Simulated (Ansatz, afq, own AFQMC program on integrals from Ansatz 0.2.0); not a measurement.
**Where AFQMC and coupled cluster stand for AlBH, doublet**

```xyz
3

B     0.0000   -0.0904    0.2583
Al    0.0000   -0.0365   -1.6930
H     0.0000    0.1269    1.4347
```

Connectivity, by distances: BH–Al.

Basis 6-31G. Noble-gas cores (and the filled d shells of Ga–Kr and In–Xe) are frozen. AFQMC by an in-house program on the Cholesky factors that Ansatz 0.2.0 writes for its CCSD(T) run. ph-AFQMC/CISD is guided by a CISD state made of CCSD amplitudes; releasing the constraint for a short imaginary time cuts its bias at the price of noise, slowly where states lie close. ± is one standard error of the sampling.

Determinant: ROHF, the one that the program's search chose, which needn't be the lowest solution. The geometry is a point of a scan.

Full CI is exact in this basis; its frozen core comes from its own orbitals, which moves totals by up to a few meV.

Cautions: a spin-contaminated unrestricted determinant lies lower (UHF 263 meV lower, ⟨S²⟩ 1.40); the determinant is a saddle point among determinants of its kind; full CI with its own frozen core; a state of higher spin lies lower (by 339 meV).

```
T1 diagnostic                               : 0.0396
weight of the determinant in the CISD state : 0.878
size of the correlated space                : 7 electrons in 18 orbitals
```

Reference: full CI, correlation energy -2.495 eV. The released energy is read at 2.40 1/Eh (meV from the phaseless value at times in 1/Eh: -3.3 ± 1.2 at 0.24, -3.5 ± 1.2 at 0.51, -6.0 ± 1.3 at 0.99, -6.3 ± 1.4 at 1.62, -9.0 ± 1.2 at 2.40). CCSDTQ lies 0.2 meV above full CI, in part by the other frozen core, which shifts every row alike, so rows that close can't be ranked against it.

```csv
level,E − E(reference) (meV),share of correlation (%)
HF,2494.9,0.00
MP2,841.3,66.28
CCSD,84.5,96.61
CCSD(T),31.3,98.74
CCSDT,5.3,99.79
CCSDT(Q),1.4,99.94
CCSDTQ,0.2,99.99
ph-AFQMC/CISD,17.2 ± 1.2,99.31
released AFQMC,8.2 ± 1.2,99.67
```

CCSDT and higher add their correlation energy to the determinant of the CCSD(T) run, since their own runs factorise the integrals more tightly (a shift of under 2 meV). A walk keeps the symmetry of its determinant, which the program's search chose and which needn't be the lowest solution, so a lower state of the same spin and another symmetry isn't excluded. Released energies are given only where the last usable release times agree within the noise; a slower fall can still hide under it.
